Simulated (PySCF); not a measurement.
This PySCF input asks for the NMR shieldings of 2-methyltetrahydrothiophene, C₅H₁₀S; the geometry comes from GFN2-xTB.

```python
import basis_set_exchange as bse
import numpy as np
from pyscf import gto, dft
from pyscf.prop import nmr

atoms = """
C     2.175904    0.090471    0.016506
C     0.811750    0.163672    0.676751
C    -0.143981   -0.935404    0.224278
C    -1.559617   -0.427693    0.466862
C    -1.614526    0.951560   -0.166981
S    -0.031411    1.754914    0.264706
H     2.077440    0.174390   -1.063534
H     2.654943   -0.857995    0.253524
H     2.810963    0.899932    0.367272
H     0.919569    0.153523    1.765113
H    -0.001120   -1.121284   -0.842890
H     0.053892   -1.861280    0.765741
H    -1.744739   -0.349521    1.540232
H    -2.310007   -1.088250    0.030507
H    -2.425389    1.569740    0.212315
H    -1.681270    0.892168   -1.254329
"""
names = dict.fromkeys(["C", "S", "H"], "pcSseg-1")
basis = {el: gto.basis.parse(bse.get_basis(n, elements=[el], fmt="nwchem")) for el, n in names.items()}
mol = gto.M(atom=atoms, basis=basis, charge=0, verbose=0)
mf = dft.RKS(mol, xc="PBE0")
mf.grids.level = 2
mf.grids.alignment = dft.numint.BLKSIZE   # the property module wants whole blocks of grid points
mf.conv_tol = 1e-9
mf.kernel()

calc = nmr.RKS(mf)   # GIAO
C = mf.mo_coeff
Co = C[:, mf.mo_occ > 0]
resp = mf.gen_response(singlet=True, hermi=2)
def vind(x):   # induced exchange potential for any number of trial vectors
    d = np.einsum("pi,xij,qj->xpq", C, 2 * x.reshape(-1, C.shape[1], Co.shape[1]), Co, optimize=True)
    return np.einsum("xpq,pi,qj->xij", resp(d - d.transpose(0, 2, 1)), C, Co, optimize=True).ravel()
mo1, _ = nmr.rhf.solve_mo1(calc, with_cphf=vind)
sigma = calc.kernel(mo1)
for i, s in enumerate(sigma):   # ppm
    print("%2d %-2s %9.2f" % (i, mol.atom_pure_symbol(i), np.trace(s) / 3))
```

**Question.** Give the expected output.

**Answer.** 
```
 0 C     162.17
 1 C     136.88
 2 C     143.78
 3 C     151.06
 4 C     148.29
 5 S     470.13
 6 H      30.69
 7 H      30.26
 8 H      30.11
 9 H      28.19
10 H      30.56
11 H      29.62
12 H      29.95
13 H      29.65
14 H      28.92
15 H      28.66
```

These numbers come from an equivalent density-fitted implementation of the same equations, which agrees with the script to about 0.01 ppm for H and up to a few tenths of a ppm for heavy atoms, so last digits may differ.

**Question.** Turn these shieldings into chemical shifts. δ = σ(ref) − σ, references computed at the same level: ¹³C (σ = 186.93 ppm) and ¹H (σ = 31.72 ppm) vs TMS; ³³S (σ = 503.73 ppm) against CS2.

**Answer.** Averaging equivalent atoms: C 1: 50.0; C 2: 43.1; C 4: 38.6; C 3: 35.9; C 0: 24.8; S 5: 34; H 9: 3.53; H 15: 3.06; H 14: 2.79; H 11: 2.10; H 13: 2.06; H 12: 1.77; H 6/7/8: 1.36; H 10: 1.15 ppm. 

Size and cost of the density-fitted run: 159 basis functions, 14 s wall time on 1 thread of an x86-64 server CPU, shared host.
